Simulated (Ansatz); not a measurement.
Methane (`C`) at its PBE0-D4/def2-TZVP geometry, where that method's forces vanish. The species carries charge 0 and has multiplicity 1.

```xyz
5

C     0.0000    0.0000    0.0000
H    -0.9796    0.3312    0.3433
H     0.3889   -0.7536    0.6841
H     0.6811    0.8500   -0.0294
H    -0.0904   -0.4276   -0.9981
```

(1) What forces (eV/Å) does ωB97M-V/def2-TZVPP give on these atoms in the Gaussian-basis code of Ansatz? (Estimate.)

Results:

(1) Ansatz gave: 
```
C1   0.000  0.000  0.000
H2   0.078 -0.026 -0.027
H3  -0.031  0.060 -0.055
H4  -0.054 -0.068  0.002
H5   0.007  0.034  0.080
```
